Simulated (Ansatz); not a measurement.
# CH4Si (singlet): the correlation ladder at a displaced geometry (v2), cc-pVDZ

The task here is to estimate one member of a computed series from the others.

Method: cc-pVDZ, core rule «outside noble gas», up to 6 orbitals frozen; program: Ansatz 0.2.0, Gaussian basis.

To be run: UHF; CCSD(T) on RHF; CCSD(T) on UHF; BCCD(T) on RHF; CISD; CCSDT(Q) on RHF; CCSDT(Q) on UHF; CASSCF and MRCISD+Q, 8 electrons in 8 orbitals; CASSCF and NEVPT2, 8 electrons in 8 orbitals.

23 further runs of the same task are left out: 10 that didn't finish, 13 set aside as unsound or not needed.

### The system

The geometry is a PBE0/def2-TZVP stationary point (not a proven minimum) with its atoms shifted at random (size 0.100 Å).

6 atoms, charge 0, spin multiplicity 1.

Atoms are counted from 1 here; the program's logs count them from 0.

Bond lengths: Si1–C2 1.695 Å, Si1–H3 1.463 Å, Si1–H4 1.557 Å, C2–H5 1.053 Å, C2–H6 1.212 Å. Angles: C2–Si1–H3 122.4°, C2–Si1–H4 121.8°, H3–Si1–H4 114.9°, Si1–C2–H5 129.2°, Si1–C2–H6 121.0°, H5–C2–H6 106.7°.

Set-up of the first run:

The input, in.yaml:

```yaml
crystal:
  periodic: [false, false, false]
  atoms:
    - {symbol: Si, position_ang: [0.048902, 0.004117, 0.529440]}
    - {symbol: C, position_ang: [-0.115972, 0.012490, -1.157746]}
    - {symbol: H, position_ang: [-0.039352, 1.224523, 1.330593]}
    - {symbol: H, position_ang: [0.043756, -1.319659, 1.348807]}
    - {symbol: H, position_ang: [-0.059302, 0.823134, -1.827513]}
    - {symbol: H, position_ang: [0.074228, -0.991543, -1.808547]}
basis:
  gaussian: {orbitals: cc-pVDZ}
magnetization: {spin_polarized: true, initial_magnetization: 0}
hamiltonian: {xc: hf}
output: {orbitals: {seedname: orbitals}}
```

Launch:

```sh
$ ansatz run in.yaml --threads 1 --pin off --events-out ev --progress --plain --max-ram 2393MiB
```

Steps of the session up to this table: UHF; CCSD(T) on RHF; CCSD(T) on UHF; BCCD(T) on RHF; CISD; CCSDT(Q) on RHF; CCSDT(Q) on UHF; CASSCF and MRCISD+Q, 8 electrons in 8 orbitals; CASSCF and NEVPT2, 8 electrons in 8 orbitals.

One table of the session follows, with a row left open; its other results are not shown here.

It belongs to the step «Misses and costs». 

```
   method  from RCCSDT(Q) (meV)
      RHF                     ?
      UHF               +7874.9
     RMP2               +1268.4
     CISD               +1032.4
    RCCSD                +325.3
 RCCSD(T)                 +48.3
  BCCD(T)                 +48.5
   RCCSDT                 +20.7
RCCSDT(Q)                     0
```

Q: Estimate the row for RHF from the others.

The run gave: from RCCSDT(Q) (meV): +7948.5. In the column «from RCCSDT(Q) (meV)» it is the highest.

Not comparable, so not listed: CCSD(T) on UHF; CCSDT(Q) on UHF (they don't share determinant, frozen orbitals or solution with the rows shown, or repeat one).

Limits of these values: Left out of the table: CASSCF frontier, NEVPT2 frontier, MRCISD frontier, MRCISD+Q frontier (the active space lost an orbital or holds another state than full CI finds). Warnings: restricted reference is unstable; spin contamination. Warnings in the runs' records: passed over end.
